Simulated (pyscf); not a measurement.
**Multi-bond step: F–SiH₂–O–SiH₃ → F–SiH: [singlet] + HO–SiH₃**

Gas phase, singlet surface, charge 0. Bonds broken: Si2–O3, Si2–H9, Si4–H5. Bonds formed: O3–H5, Si4–H9. Single points on ωB97X-D3(BJ)/def2-SVP structures (PySCF, gas phase).

Transition state (Å):

```xyz
9

F      2.1417     1.0825    -0.8428
Si     0.8297     1.2368     0.1010
O     -0.4456     0.3355    -0.5157
Si    -1.7468    -0.1722     0.5767
H     -0.8037    -1.1789    -0.5480
H      1.2460     0.6954     1.4412
H     -3.0236    -0.4569    -0.1228
H     -1.3555    -1.1269     1.6573
H     -1.9053     1.1498     1.2888
```

One imaginary mode, 1004i cm⁻¹; descent along it reached the two sides named, in the forms told below.

| bond | change | reactant side (Å) | saddle | product side |
|---|---|---|---|---|
| Si2–O3 | breaks | 1.639 | 1.679 | 2.024 |
| Si2–H9 | breaks | 1.489 | 3.0 | 3.7 |
| Si4–H5 | breaks | 1.486 | 1.780 | 2.351 |
| O3–H5 | forms | 2.559 | 1.556 | 0.966 |
| Si4–H9 | forms | 3.6 | 1.510 | 1.479 |

Electronic energies relative to the reactant's lowest minimum found (eV):

```tsv
level	barrier	reaction energy	reverse barrier
ωB97X-D3(BJ)/def2-TZVP	5.63	+3.61	2.02
PBE/def2-TZVP	4.27	+3.21	1.06
r²SCAN/def2-TZVP	4.73	+3.62	1.12
B3LYP-D3(BJ)/def2-TZVP	4.94	+3.41	1.54
PBE0-D3(BJ)/def2-TZVP	4.97	+3.47	1.50
M06-2X/def2-TZVP	5.43	+3.53	1.90
ωB97M-D3(BJ)/def2-TZVP	5.41	+3.34	2.08
HF/def2-TZVP	7.13	+3.55	3.57
```

With ωB97M-D3(BJ)/def2-TZVP energies and thermal terms (ideal gas, 1 atm, RRHO with modes under 100 cm⁻¹ raised to 100, one conformer, R ln 2 for chiral ones without a mode under 150 cm⁻¹), in eV:

```tsv
T (K)	ΔH‡	ΔG‡	ΔH	ΔG
298	5.23	5.25	+3.27	+2.77
600	5.24	5.26	+3.26	+2.26
900	5.24	5.27	+3.22	+1.77
1200	5.23	5.29	+3.17	+1.29
```

On the product side the descent ends in an adduct with a O–Si contact (not fully relaxed), 0.77 eV under the separated species and 2.79 eV under the saddle at ωB97X-D3(BJ)/def2-TZVP. What is counted as broken (O–Si) persists as a longer contact in the product adduct; parting that adduct is a step of its own. The same reactants have a lower exit, to F–Si:–O–SiH₃ [singlet] + H₂ (barrier +3.70 eV at ωB97M-D3(BJ)/def2-TZVP, against +5.41 eV here). This is the saddle that the search found; another between the same sides may lie lower. One closed-shell reference is unstable to symmetry breaking; treat the single-reference values with care.
